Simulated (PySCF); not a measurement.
A made-up structure of CH4Si, singlet:

```xyz
6
angstrom
C -0.7144 -0.5286 -0.2567
Si 0.5975 0.4427 0.2133
H 0.7617 -0.6846 -0.6344
H -0.9339 -0.7373 -1.2973
H 0.9070 0.7344 1.6290
H 1.5201 1.0632 -0.7609
```

It is relaxed with PBE-D4/def2-SVP and then PBE0-D4/def2-TZVP (PySCF 2.14 with density fitting (its default auxiliary sets; JK sets also for MP2 and CCSD(T))). Atoms count as bonded within 1.22 times the sum of their covalent radii (H–H: 0.88 Å). The end point is not checked to be a true minimum.

Does its bonding change? (Judge from chemistry; the calculation decides.)

Computed: Yes. Formed: C1–H3; broken: Si2–H3.

Where it ends: The first stage lowers the energy by 3.34 eV in 23 steps. It ends as CH₄Si ([CH2][SiH2]):
```csv
atom,x (Å),y (Å),z (Å)
C1,-0.0971,-0.5123,-0.7650
Si2,0.7391,0.5145,0.2987
H3,0.3867,-0.9809,-1.6140
H4,-1.1485,-0.7423,-0.6373
H5,0.0909,1.1590,1.4604
H6,2.1729,0.8350,0.1353
```

Labels in which every atom is bracketed show which atoms are joined, not bond orders.

For scale, one of the runs: PBE0-D4/def2-TZVP relaxation, 92 basis functions, launched by `OMP_NUM_THREADS=2 python run.py`. Hardware: 2 CPU threads of an AMD EPYC 7B13, shared host. Wall time 16 s; peak host memory 0.89 GiB.
